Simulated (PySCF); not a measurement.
Species: sec-butyl methyl ether, C5H12O.
Numbering: `[CH3:1][CH2:2][C@H:3]([CH3:4])[O:5][CH3:6]` (hydrogens: H7, H8, H9 on C1; H10, H11 on C2; H12 on C3; H13, H14, H15 on C4; H16, H17, H18 on C6)

Computed geometry: GFN2-xTB, gas phase.

**Question.** Give the optimised bond lengths and angles.

**Answer.** 
| bond | length (pm) | order |
| --- | --- | --- |
| C1–C2 | 152.4 | single |
| C2–C3 | 153.2 | single |
| C3–C4 | 153.1 | single |
| C3–O5 | 141.9 | single |
| O5–C6 | 140.1 | single |
| C1–H7, C1–H8, C1–H9 | 108.7 | single |
| C2–H10 | 109.1 | single |
| C2–H11 | 109.1 | single |
| C3–H12 | 110.4 | single |
| C4–H13, C4–H14, C4–H15 | 108.7 | single |
| C6–H16, C6–H17 | 109.3 | single |
| C6–H18 | 109.8 | single |

Bonds in one row agree within 1 pm and their mean is given. Orders are formal, as drawn. A selection of angles:
| angle | degrees |
| --- | --- |
| C2–C1–H7 | 110.5 |
| C2–C1–H8 | 110.6 |
| H7–C1–H8 | 108.5 |
| C1–C2–C3 | 111.9 |
| C1–C2–H10 | 109.5 |
| C1–C2–H11 | 110.1 |
| C3–C2–H10 | 107.8 |
| C3–C2–H11 | 109.0 |
| H10–C2–H11 | 108.5 |
| C2–C3–C4 | 110.9 |
| C2–C3–O5 | 106.7 |
| C2–C3–H12 | 109.2 |
| C4–C3–O5 | 112.0 |
| C4–C3–H12 | 109.0 |
| O5–C3–H12 | 108.9 |
| C3–C4–H13 | 109.7 |
| C3–C4–H14 | 111.0 |
| H13–C4–H14 | 108.6 |
| H14–C4–H15 | 108.4 |
| C3–O5–C6 | 115.2 |
| O5–C6–H16 | 106.3 |
| O5–C6–H17 | 112.4 |
| H16–C6–H17 | 108.9 |

Dihedral angles: C1–C2–C3–C4 -170° (antiperiplanar); C2–C3–O5–C6 -160° (antiperiplanar).

Of the pairs four or more bonds apart, O5···H9 is among the closest relative to their van der Waals radii: 2.60 Å, 96 % of the sum of Bondi's values. O5 (ether oxygen) is bent (angle 115.2°).

Point group: C1 (no symmetry element, even within 0.4 Å). Stationary, but not proved a minimum. One conformer, not necessarily the lowest.
